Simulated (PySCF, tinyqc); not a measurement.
Worked calculation (part 1 of 2): RHF in the sto-6g basis, for OH-, spin multiplicity 1. The basis has no diffuse functions, so it cannot describe the extra electron: this is an exercise in the method, not the real anion. The lowest restricted solution is unstable here: a spin-polarised one lies 0.0118 hartree lower (PySCF). Computed by tinyqc, a small Python program that keeps every step (integrals from PySCF). Settings: charge = -1, multiplicity = 1, basis = sto-6g, energy threshold = 1e-08, iteration cap = 90, orthogonalisation = canonical, start = atomic densities, DIIS depth = 3, method = RHF. Command: `OMP_NUM_THREADS=1 python tinyqc.py 23540 23541 out.jsonl` (the two numbers bound the seeds that draw the settings). One thread of a shared host (Intel(R) Xeon(R) Processor @ 2.60GHz), about 0.1 s of CPU time with the checks. Later iterations appear only in the table of the cycle.

## One-electron integrals

Geometry (angstrom):

| atom | x | y | z |
|---|---|---|---|
| O | 0.000000 | 0.000000 | 0.000000 |
| H | 0.000000 | 0.000000 | 1.678000 |

Basis sto-6g: exponents (1/bohr^2) and contraction coefficients of normalised primitives:

| element | l (shell) | exponent | coefficient |
|---|---|---|---|
| O | s (1) | 1355.584234 | 0.009164 |
| O | s (1) | 248.544885 | 0.049361 |
| O | s (1) | 69.533902 | 0.168538 |
| O | s (1) | 23.886772 | 0.370563 |
| O | s (1) | 9.275933 | 0.416492 |
| O | s (1) | 3.820341 | 0.130334 |
| O | s (2) | 52.187762 | -0.013253 |
| O | s (2) | 10.329320 | -0.046992 |
| O | s (2) | 3.210345 | -0.033785 |
| O | s (2) | 1.235135 | 0.250242 |
| O | s (2) | 0.536420 | 0.595117 |
| O | s (2) | 0.245881 | 0.240706 |
| O | p (3) | 52.187762 | 0.003760 |
| O | p (3) | 10.329320 | 0.037679 |
| O | p (3) | 3.210345 | 0.173897 |
| O | p (3) | 1.235135 | 0.418036 |
| O | p (3) | 0.536420 | 0.425860 |
| O | p (3) | 0.245881 | 0.101708 |
| H | s (1) | 35.523221 | 0.009164 |
| H | s (1) | 6.513144 | 0.049361 |
| H | s (1) | 1.822143 | 0.168538 |
| H | s (1) | 0.625955 | 0.370563 |
| H | s (1) | 0.243077 | 0.416492 |
| H | s (1) | 0.100112 | 0.130334 |

Overlap, kinetic and nuclear-attraction integrals over the contracted functions; the nuclear repulsion is the sum of Za Zb / Rab.

nuclear repulsion = 2.52289493 hartree

overlap S, lower triangle:
```
           1O 1s     1O 2s    1O 2px    1O 2py    1O 2pz     2H 1s
1O 1s   1.000000
1O 2s   0.231145  1.000000
1O 2px  0.000000  0.000000  1.000000
1O 2py  0.000000  0.000000  0.000000  1.000000
1O 2pz  0.000000  0.000000  0.000000  0.000000  1.000000
2H 1s   0.010464  0.146615  0.000000  0.000000  0.147885  1.000000
```

kinetic energy T (hartree), lower triangle:
```
            1O 1s      1O 2s    1O 2px    1O 2py    1O 2pz     2H 1s
1O 1s   29.327197
1O 2s   -0.896024   0.842618
1O 2px   0.000000   0.000000  2.531309
1O 2py   0.000000   0.000000  0.000000  2.531309
1O 2pz   0.000000   0.000000  0.000000  0.000000  2.531309
2H 1s   -0.003741  -0.015558  0.000000  0.000000  0.010714  0.768522
```

nuclear attraction V (hartree), lower triangle:
```
             1O 1s      1O 2s     1O 2px     1O 2py     1O 2pz      2H 1s
1O 1s   -61.573677
1O 2s    -6.224176  -9.315666
1O 2px    0.000000   0.000000  -9.306013
1O 2py    0.000000   0.000000   0.000000  -9.306013
1O 2pz   -0.005344  -0.063734   0.000000   0.000000  -9.333776
2H 1s    -0.320773  -0.899174   0.000000   0.000000  -0.784908  -3.757680
```

core Hamiltonian H = T + V (hartree), lower triangle:
```
             1O 1s      1O 2s     1O 2px     1O 2py     1O 2pz      2H 1s
1O 1s   -32.246480
1O 2s    -7.120200  -8.473048
1O 2px    0.000000   0.000000  -6.774704
1O 2py    0.000000   0.000000   0.000000  -6.774704
1O 2pz   -0.005344  -0.063734   0.000000   0.000000  -6.802467
2H 1s    -0.324514  -0.914732   0.000000   0.000000  -0.774194  -2.989158
```

## Two-electron integrals

Functions are numbered as in S; the eight-fold symmetry (ij|kl) = (ji|kl) = (kl|ij) leaves the list below.

Two-electron integrals (ij|kl) in chemists' order, unique and non-zero (hartree):
```
(11|11) 4.787491   (21|11) 0.675884   (21|21) 0.121505   (22|11) 1.117379
(22|21) 0.249212   (22|22) 0.817383   (31|31) 0.025762   (32|31) 0.039145
(32|32) 0.180664   (33|11) 1.117381   (33|21) 0.249212   (33|22) 0.817382
(33|33) 0.880663   (41|41) 0.025762   (42|41) 0.039145   (42|42) 0.180664
(43|43) 0.047461   (44|11) 1.117381   (44|21) 0.249212   (44|22) 0.817382
(44|33) 0.785741   (44|44) 0.880663   (51|51) 0.025762   (52|51) 0.039145
(52|52) 0.180664   (53|53) 0.047461   (54|54) 0.047461   (55|11) 1.117381
(55|21) 0.249212   (55|22) 0.817382   (55|33) 0.785741   (55|44) 0.785741
(55|55) 0.880663   (61|11) 0.032400   (61|21) 0.005595   (61|22) 0.011264
(61|33) 0.011242   (61|44) 0.011242   (61|51) 0.000275   (61|52) 0.000544
(61|55) 0.011308   (61|61) 0.000262   (62|11) 0.102189   (62|21) 0.023226
(62|22) 0.087510   (62|33) 0.085995   (62|44) 0.085995   (62|51) 0.001850
(62|52) 0.015088   (62|55) 0.090542   (62|61) 0.001080   (62|62) 0.013285
(63|31) 0.002243   (63|32) 0.013647   (63|53) 0.002939   (63|63) 0.001609
(64|41) 0.002243   (64|42) 0.013647   (64|54) 0.002939   (64|64) 0.001609
(65|11) 0.085515   (65|21) 0.019664   (65|22) 0.078707   (65|33) 0.075589
(65|44) 0.075589   (65|51) 0.003500   (65|52) 0.025495   (65|55) 0.084944
(65|61) 0.000945   (65|62) 0.014472   (65|65) 0.017105   (66|11) 0.314739
(66|21) 0.072731   (66|22) 0.313358   (66|33) 0.305139   (66|44) 0.305139
(66|51) 0.005250   (66|52) 0.061131   (66|55) 0.329793   (66|61) 0.003381
(66|62) 0.069068   (66|65) 0.084795   (66|66) 0.774999
```

## Orthogonalisation

S = U s U^T; canonical form X = U s^(-1/2), so that X^T S X = 1. Each column of U has its largest component positive (the first on a tie).

eigenvalues of S: 0.717621  0.875819  1.000000  1.000000  1.113831  1.292729

X:
```
                1          2         3          4          5         6
1O 1s   -0.630107   0.502402  0.000000   0.000000  -0.429192  0.472689
1O 2s    0.794034  -0.243387  0.000000   0.000000  -0.233778  0.579946
1O 2px   0.000000   0.000000  0.389220   0.921145   0.000000  0.000000
1O 2py   0.000000   0.000000  0.921145  -0.389220   0.000000  0.000000
1O 2pz   0.280660   0.697748  0.000000   0.000000   0.643261  0.208490
2H 1s   -0.535908  -0.585911  0.000000   0.000000   0.495136  0.412694
```

Within a degenerate level the vectors are fixed only up to a rotation; this is one choice.

## Starting guess

The start is atomic minimal-basis densities projected into this basis (PySCF's MINAO start) and scaled to the electron count of each spin; this density is not idempotent, so its energy is not variational and may lie below the converged one.

D at the start, lower triangle:
```
            1O 1s      1O 2s    1O 2px    1O 2py    1O 2pz     2H 1s
1O 1s    2.382425
1O 2s   -0.547989   2.370266
1O 2px   0.000000   0.000000  1.455520
1O 2py   0.000000   0.000000  0.000000  1.455520
1O 2pz   0.004627  -0.024187  0.000000  0.000000  1.416941
2H 1s   -0.013686   0.065958  0.000000  0.000000  0.139925  1.112217
```

## Iteration 1: building the Fock matrix

J_ij = sum D_kl (ij|kl), K_ij = sum D_kl (ik|jl); F = H + J - 0.5 K; E = tr D H + tr D J / 2 - 0.25 tr D K + E_nn.

Coulomb J (hartree), lower triangle:
```
            1O 1s     1O 2s    1O 2px    1O 2py    1O 2pz     2H 1s
1O 1s   18.536160
1O 2s    3.235670  8.245753
1O 2px   0.000000  0.000000  8.236761
1O 2py   0.000000  0.000000  0.000000  8.236761
1O 2pz   0.005399  0.068724  0.000000  0.000000  8.263736
2H 1s    0.150643  0.885931  0.000000  0.000000  0.808919  3.660248
```

exchange K (hartree), lower triangle:
```
            1O 1s     1O 2s    1O 2px    1O 2py    1O 2pz     2H 1s
1O 1s   11.064802
1O 2s    1.693801  2.765576
1O 2px   0.000000  0.000000  1.869201
1O 2py   0.000000  0.000000  0.000000  1.869201
1O 2pz   0.001596  0.015419  0.000000  0.000000  1.878769
2H 1s    0.089729  0.383463  0.000000  0.000000  0.309037  0.953875
```

Fock matrix F (hartree), lower triangle:
```
             1O 1s      1O 2s    1O 2px    1O 2py     1O 2pz     2H 1s
1O 1s   -19.242721
1O 2s    -4.731431  -1.610082
1O 2px    0.000000   0.000000  0.527457
1O 2py    0.000000   0.000000  0.000000  0.527457
1O 2pz   -0.000743  -0.002720  0.000000  0.000000   0.521884
2H 1s    -0.218735  -0.220532  0.000000  0.000000  -0.119794  0.194152
```

total energy of this density = -79.55486400 hartree

This density is the starting one; it is not idempotent, so its energy is not variational and may lie below the converged one.

## Iteration 1: diagonalisation and new density

Diagonalise F' = X^T F X, C = X C', fill 5 alpha and 5 beta electrons from the bottom; D = 2 C_occ C_occ^T. Each column has its largest component positive (the first on a tie).

F' = X^T F X (hartree), lower triangle:
```
           1          2         3         4          5          6
1  -3.748738
2   4.068208  -3.310327
3   0.000000   0.000000  0.527457
4   0.000000   0.000000  0.000000  0.527457
5  -4.019464   4.188587  0.000000  0.000000  -4.249599
6   5.037830  -5.056600  0.000000  0.000000   5.832646  -7.591699
```

orbital energies (hartree): MO1 -19.247278, MO2 -0.486340, MO3 0.191218, MO4 0.527457, MO5 0.527457, MO6 0.642038

coefficients C:
```
              MO1        MO2        MO3        MO4       MO5        MO6
1O 1s    0.996160  -0.246841   0.056438   0.000000  0.000000  -0.025192
1O 2s    0.016149   0.995796  -0.269779   0.000000  0.000000   0.126749
1O 2px   0.000000   0.000000   0.000000   0.992069  0.125691   0.000000
1O 2py   0.000000   0.000000   0.000000  -0.125691  0.992069   0.000000
1O 2pz   0.000219   0.009224   0.385912   0.000000  0.000000   0.934806
2H 1s   -0.001304   0.141521   0.866468   0.000000  0.000000  -0.524566
```

D after iteration 1, lower triangle:
```
            1O 1s      1O 2s    1O 2px    1O 2py    1O 2pz     2H 1s
1O 1s    2.112899
1O 2s   -0.489883   2.129302
1O 2px   0.000000   0.000000  2.000000
1O 2py   0.000000   0.000000  0.000000  2.000000
1O 2pz   0.039444  -0.189844  0.000000  0.000000  0.298026
2H 1s    0.025339  -0.185699  0.000000  0.000000  0.671370  1.541593
```

Within a degenerate level the vectors are fixed only up to a rotation; this is one choice.

## Iteration 2: building the Fock matrix

As before.

Coulomb J (hartree), lower triangle:
```
            1O 1s     1O 2s    1O 2px    1O 2py    1O 2pz     2H 1s
1O 1s   17.198761
1O 2s    3.040982  7.927146
1O 2px   0.000000  0.000000  7.964703
1O 2py   0.000000  0.000000  0.000000  7.964703
1O 2pz  -0.000711  0.057389  0.000000  0.000000  7.852031
2H 1s    0.141207  0.865904  0.000000  0.000000  0.795634  3.840141
```

exchange K (hartree), lower triangle:
```
           1O 1s      1O 2s    1O 2px    1O 2py    1O 2pz     2H 1s
1O 1s   9.823060
1O 2s   1.519658   2.538926
1O 2px  0.000000   0.000000  2.272634
1O 2py  0.000000   0.000000  0.000000  2.272634
1O 2pz  0.000166  -0.094758  0.000000  0.000000  0.984208
2H 1s   0.078075   0.324886  0.000000  0.000000  0.396896  1.317007
```

Fock matrix F (hartree), lower triangle:
```
             1O 1s      1O 2s    1O 2px    1O 2py     1O 2pz     2H 1s
1O 1s   -19.959249
1O 2s    -4.839047  -1.815365
1O 2px    0.000000   0.000000  0.053682
1O 2py    0.000000   0.000000  0.000000  0.053682
1O 2pz   -0.006139   0.041033  0.000000  0.000000   0.557459
2H 1s    -0.222344  -0.211271  0.000000  0.000000  -0.177009  0.192480
```

total energy of this density = -74.69257143 hartree

## Iteration 2: DIIS over 2 matrices

error matrix X^T (FDS - SDF) X:
```
          1          2         3         4          5          6
1  0.000000  -0.018426  0.000000  0.000000  -0.025798  -0.004707
2  0.018426   0.000000  0.000000  0.000000  -0.029715  -0.005961
3  0.000000   0.000000  0.000000  0.000000   0.000000   0.000000
4  0.000000   0.000000  0.000000  0.000000   0.000000   0.000000
5  0.025798   0.029715  0.000000  0.000000   0.000000  -0.000755
6  0.004707   0.005961  0.000000  0.000000   0.000755   0.000000
```

B (overlaps of the stored error matrices):
```
                1               2
1   3.0400229e-01  -1.3437961e-02
2  -1.3437961e-02   3.8925770e-03
```

Minimise |sum c_i e_i|^2 with sum c_i = 1: solve [B -1; -1 0][c; lambda] = [0; -1] with B_ij = tr e_i^T e_j, and take F = sum c_i F_i.

DIIS coefficients: 0.051768  0.948232

extrapolated F (hartree), lower triangle:
```
             1O 1s      1O 2s    1O 2px    1O 2py     1O 2pz     2H 1s
1O 1s   -19.922155
1O 2s    -4.833476  -1.804738
1O 2px    0.000000   0.000000  0.078208
1O 2py    0.000000   0.000000  0.000000  0.078208
1O 2pz   -0.005859   0.038768  0.000000  0.000000   0.555617
2H 1s    -0.222157  -0.211750  0.000000  0.000000  -0.174047  0.192566
```

## Iteration 2: diagonalisation and new density

As before.

F' = X^T F X (hartree), lower triangle:
```
           1          2         3         4          5          6
1  -4.010075
2   4.318270  -3.421318
3   0.000000   0.000000  0.078208
4   0.000000   0.000000  0.000000  0.078208
5  -4.103664   4.327695  0.000000  0.000000  -4.437092
6   5.167170  -5.203342  0.000000  0.000000   6.031587  -7.861174
```

orbital energies (hartree): MO1 -19.925046, MO2 -0.673179, MO3 0.078208, MO4 0.078208, MO5 0.137686, MO6 0.730880

coefficients C:
```
              MO1        MO2       MO3        MO4        MO5        MO6
1O 1s    0.997001  -0.247378  0.000000   0.000000   0.033487  -0.027510
1O 2s    0.012702   1.014820  0.000000   0.000000  -0.177986   0.137897
1O 2px   0.000000   0.000000  0.971880  -0.235476   0.000000   0.000000
1O 2py   0.000000   0.000000  0.235476   0.971880   0.000000   0.000000
1O 2pz   0.000409  -0.029041  0.000000   0.000000   0.415941   0.921425
2H 1s   -0.001090   0.068553  0.000000   0.000000   0.857669  -0.552873
```

D after iteration 2, lower triangle:
```
            1O 1s      1O 2s    1O 2px    1O 2py    1O 2pz     2H 1s
1O 1s    2.112655
1O 2s   -0.488682   2.123402
1O 2px   0.000000   0.000000  2.000000
1O 2py   0.000000   0.000000  0.000000  2.000000
1O 2pz   0.043041  -0.206996  0.000000  0.000000  0.347702
2H 1s    0.021350  -0.166196  0.000000  0.000000  0.709498  1.480594
```

Within a degenerate level the vectors are fixed only up to a rotation; this is one choice.

## Iteration 3: building the Fock matrix

As before.

Coulomb J (hartree), lower triangle:
```
            1O 1s     1O 2s    1O 2px    1O 2py    1O 2pz     2H 1s
1O 1s   17.239179
1O 2s    3.049942  7.953464
1O 2px   0.000000  0.000000  7.989653
1O 2py   0.000000  0.000000  0.000000  7.989653
1O 2pz  -0.001852  0.050272  0.000000  0.000000  7.881083
2H 1s    0.141597  0.866812  0.000000  0.000000  0.795255  3.814573
```

exchange K (hartree), lower triangle:
```
            1O 1s      1O 2s    1O 2px    1O 2py    1O 2pz     2H 1s
1O 1s    9.824042
1O 2s    1.521723   2.547215
1O 2px   0.000000   0.000000  2.274654
1O 2py   0.000000   0.000000  0.000000  2.274654
1O 2pz  -0.000109  -0.105555  0.000000  0.000000  1.033378
2H 1s    0.078385   0.328885  0.000000  0.000000  0.408597  1.279151
```

Fock matrix F (hartree), lower triangle:
```
             1O 1s      1O 2s    1O 2px    1O 2py     1O 2pz     2H 1s
1O 1s   -19.919322
1O 2s    -4.831119  -1.793191
1O 2px    0.000000   0.000000  0.077622
1O 2py    0.000000   0.000000  0.000000  0.077622
1O 2pz   -0.007142   0.039315  0.000000  0.000000   0.561926
2H 1s    -0.222110  -0.212363  0.000000  0.000000  -0.183238  0.185839
```

total energy of this density = -74.69405248 hartree

## Iteration 3: DIIS over 3 matrices

error matrix X^T (FDS - SDF) X:
```
           1          2         3         4          5         6
1   0.000000  -0.003906  0.000000  0.000000  -0.000986  0.000540
2   0.003906   0.000000  0.000000  0.000000   0.001031  0.001208
3   0.000000   0.000000  0.000000  0.000000   0.000000  0.000000
4   0.000000   0.000000  0.000000  0.000000   0.000000  0.000000
5   0.000986  -0.001031  0.000000  0.000000   0.000000  0.000448
6  -0.000540  -0.001208  0.000000  0.000000  -0.000448  0.000000
```

B (overlaps of the stored error matrices), lower triangle:
```
                1              2              3
1   3.0400229e-01
2  -1.3437961e-02  3.8925770e-03
3   5.0248837e-04  1.1335732e-04  3.8481075e-05
```

As before.

DIIS coefficients: -0.002989  -0.031522  1.034511

extrapolated F (hartree), lower triangle:
```
             1O 1s      1O 2s    1O 2px    1O 2py     1O 2pz     2H 1s
1O 1s   -19.920086
1O 2s    -4.831167  -1.793040
1O 2px    0.000000   0.000000  0.077032
1O 2py    0.000000   0.000000  0.000000  0.077032
1O 2pz   -0.007193   0.039387  0.000000  0.000000   0.562187
2H 1s    -0.222112  -0.212373  0.000000  0.000000  -0.183624  0.185605
```

## Iteration 3: diagonalisation and new density

As before.

F' = X^T F X (hartree), lower triangle:
```
           1          2         3         4          5          6
1  -4.001482
2   4.321797  -3.413377
3   0.000000   0.000000  0.077032
4   0.000000   0.000000  0.000000  0.077032
5  -4.100069   4.332936  0.000000  0.000000  -4.440022
6   5.174016  -5.203133  0.000000  0.000000   6.024477  -7.858453
```

orbital energies (hartree): MO1 -19.922930, MO2 -0.662309, MO3 0.077032, MO4 0.077032, MO5 0.127288, MO6 0.744618

coefficients C:
```
              MO1        MO2        MO3       MO4        MO5        MO6
1O 1s    0.997027  -0.247121   0.000000  0.000000   0.034260  -0.027921
1O 2s    0.012594   1.014023   0.000000  0.000000  -0.181334   0.139400
1O 2px   0.000000   0.000000   0.987619  0.156871   0.000000   0.000000
1O 2py   0.000000   0.000000  -0.156871  0.987619   0.000000   0.000000
1O 2pz   0.000472  -0.029016   0.000000  0.000000   0.416110   0.921350
2H 1s   -0.001085   0.072203   0.000000  0.000000   0.857393  -0.552837
```

D after iteration 3, lower triangle:
```
            1O 1s      1O 2s    1O 2px    1O 2py    1O 2pz     2H 1s
1O 1s    2.112609
1O 2s   -0.488485   2.122568
1O 2px   0.000000   0.000000  2.000000
1O 2py   0.000000   0.000000  0.000000  2.000000
1O 2pz   0.043794  -0.209744  0.000000  0.000000  0.347979
2H 1s    0.020898  -0.164545  0.000000  0.000000  0.709348  1.480674
```

Within a degenerate level the vectors are fixed only up to a rotation; this is one choice.

## Iteration 6 (converged): orbitals

converged F (hartree), lower triangle:
```
             1O 1s      1O 2s    1O 2px    1O 2py     1O 2pz     2H 1s
1O 1s   -19.919654
1O 2s    -4.831204  -1.793200
1O 2px    0.000000   0.000000  0.077475
1O 2py    0.000000   0.000000  0.000000  0.077475
1O 2pz   -0.007390   0.039702  0.000000  0.000000   0.561696
2H 1s    -0.222107  -0.212583  0.000000  0.000000  -0.183250  0.185461
```

As before.

F' = X^T F X (hartree), lower triangle:
```
           1          2         3         4          5          6
1  -4.001175
2   4.321612  -3.414171
3   0.000000   0.000000  0.077475
4   0.000000   0.000000  0.000000  0.077475
5  -4.099908   4.332538  0.000000  0.000000  -4.439899
6   5.173915  -5.202871  0.000000  0.000000   6.024487  -7.858474
```

orbital energies (hartree): MO1 -19.922503, MO2 -0.662485, MO3 0.077475, MO4 0.077475, MO5 0.127371, MO6 0.743897

coefficients C:
```
              MO1        MO2       MO3        MO4        MO5        MO6
1O 1s    0.997025  -0.247119  0.000000   0.000000   0.034259  -0.028016
1O 2s    0.012602   1.013974  0.000000   0.000000  -0.181341   0.139748
1O 2px   0.000000   0.000000  0.186227   0.982507   0.000000   0.000000
1O 2py   0.000000   0.000000  0.982507  -0.186227   0.000000   0.000000
1O 2pz   0.000482  -0.029333  0.000000   0.000000   0.416098   0.921345
2H 1s   -0.001088   0.072399  0.000000   0.000000   0.857399  -0.552801
```

D after iteration 6, lower triangle:
```
            1O 1s      1O 2s    1O 2px    1O 2py    1O 2pz     2H 1s
1O 1s    2.112599
1O 2s   -0.488439   2.122374
1O 2px   0.000000   0.000000  2.000000
1O 2py   0.000000   0.000000  0.000000  2.000000
1O 2pz   0.043969  -0.210386  0.000000  0.000000  0.347997
2H 1s    0.020795  -0.164169  0.000000  0.000000  0.709277  1.480753
```

Within a degenerate level the vectors are fixed only up to a rotation; this is one choice.

## Convergence

Stop when the energy changes by less than 1e-08 hartree and every element of the error matrix X^T (F D S - S D F) X is below 3e-05.

Course of the cycle:

| iteration | E (hartree) | change | largest element of the error matrix |
|---|---|---|---|
| 1 | -79.55486400 | - | 2.55e-01 |
| 2 | -74.69257143 | 4.86e+00 | 2.97e-02 |
| 3 | -74.69405248 | -1.48e-03 | 3.91e-03 |
| 4 | -74.69405954 | -7.06e-06 | 7.15e-04 |
| 5 | -74.69405981 | -2.67e-07 | 3.04e-06 |
| 6 | -74.69405981 | -1.04e-11 | 1.24e-07 |

PySCF RHF in the same basis = -74.69405981 hartree

Converged in 6 iterations.
